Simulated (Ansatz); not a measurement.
# Counterpoise correction, worked out

The pair of H₂O (SMILES O, atoms 1–3) and CO (SMILES [C-]#[O+], atoms 4–5), both closed shells, in one local arrangement (a lower one may exist), relaxed at PBE0-D4/def2-TZVP:

O1  (-0.275, -0.022, -1.652)
H2  (-0.171, -0.021, -0.695)
H3  (0.612, -0.133, -2.001)
C4  (-0.056, 0.056, 1.615)
O5  (-0.110, 0.120, 2.733)
(Å)

Ansatz 0.2.0; basis: def2-TZVPPD; cores frozen in the correlated methods.

MP2 total energies in eV:

| system | geometry | basis functions | energy |
| --- | --- | --- | --- |
| pair | pair | all | -5155.75057 |
| H₂O | as in the pair | all (partner as ghosts) | -2076.97490 |
| CO | as in the pair | all (partner as ghosts) | -3078.69844 |
| H₂O | as in the pair | its own | -2076.96934 |
| CO | as in the pair | its own | -3078.68891 |
| H₂O | free (PBE0-D4 minimum) | its own | -2076.96973 |
| CO | free (PBE0-D4 minimum) | its own | -3078.69236 |

Question: Work out the interaction energy with and without the counterpoise correction, the superposition error, and the binding energy from the relaxed fragments.

Answer: Without correction: -5155.75057 − (-2076.96934) − (-3078.68891) = -0.09232 eV.
With correction (each fragment in the whole basis): -5155.75057 − (-2076.97490) − (-3078.69844) = -0.07723 eV = -1.78 kcal/mol.
The superposition error is the difference, 0.01509 eV, 16 % of the uncorrected value: each fragment borrows its partner's functions.
Deformation from the free shapes: 0.00039 eV for H₂O and 0.00345 eV for CO.
Binding energy from relaxed fragments: -0.07723 + 0.00039 + 0.00345 = -0.07339 eV = -1.69 kcal/mol (electronic, without zero-point energy; negative means bound). For comparison, the corrected interaction energy by CCSD(T) at an estimated basis limit (MP2 extrapolated from triple and quadruple zeta, plus CCSD(T) − MP2 in triple zeta) is -0.076 eV.

The T1 diagnostic stays at or below 0.020.

For scale, one of the runs: CCSD(T)/def2-TZVPPD, 151 basis functions, launched by `ansatz run in.yaml --threads 2 --pin off --events-out ev --progress --plain --max-ram 5222MiB`. Hardware: 2 CPU threads of an Arm Neoverse V1, shared host. Wall time 13 s; peak host memory 1 GiB.
